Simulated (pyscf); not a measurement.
7 transition-metal steps of one kind (addition across a multiple bond or ene-type step, closed-shell): barrier in kJ/mol, from the separated reactants or the lowest minimum found. Single points on ωB97X-D3(BJ)/def2-SVP structures (PySCF, gas phase). Functionals in def2-TZVP; the last column is ωB97M-D3(BJ)/def2-TZVP. Rows were drawn at random from the steps of this kind and element class whose saddle was verified and whose references are stable.

```tsv
step	PBE	r²SCAN	PBE0-D3(BJ)	ωB97M-D3(BJ)
F–Mo(F)(F)(F)=S + SiH₄ → F–MoH(F)(F)(F)–S–SiH₃	144.0	145.7	141.8	163.2
F–W(F)(=Se)=Se + HCl -> F–W(F)(Cl)(=Se)–SeH	40.0	37.6	40.8	62.8
H₃C–Re(=O)(=O)=O + CH₄ -> H₃C–Re(CH₃)(=O)(=O)–OH	214.4	215.6	215.1	235.3
O=Mo(F)(F)(F)–F + H₂ → HO–MoH(F)(F)(F)–F	?	205.9	210.5	229.6
O=Os(=O)(=O)=O + HF → O=Os(=O)(=O)(OH)–F	72.7	69.2	83.4	91.9
O=Cr(=O)(F)–F + HF → O=Cr(OH)(F)(F)–F	?	91.9	119.0	133.0
O=V(Cl)(Cl)–Cl + H₂ → HO–VH(Cl)(Cl)–Cl	174.8	183.1	179.5	196.5
```

**Question.** What belongs in the gaps?

**Answer.** 
- O=Mo(F)(F)(F)–F + H₂ → HO–MoH(F)(F)(F)–F, PBE: 200.0
- O=Cr(=O)(F)–F + HF → O=Cr(OH)(F)(F)–F, PBE: 95.7

Differences from the last column (kJ/mol): PBE: mean -24.4, median -21.7, mean size 24.4, lower in 7 of 7; r²SCAN: mean -23.3, median -22.7, mean size 23.3, lower in 7 of 7; PBE0-D3(BJ): mean -17.4, median -19.1, mean size 17.4, lower in 7 of 7. PBE is closest for row 1 (19.1 kJ/mol apart) and farthest for row 6 (37.3 kJ/mol). PBE, r²SCAN and M06-2X carry no added dispersion term. The last column is a level with limits of its own. Each barrier is that of the saddle found. Elements up to Kr have no core potential and no relativistic terms here. Elements past Kr carry the def2 core potentials, without spin-orbit coupling.
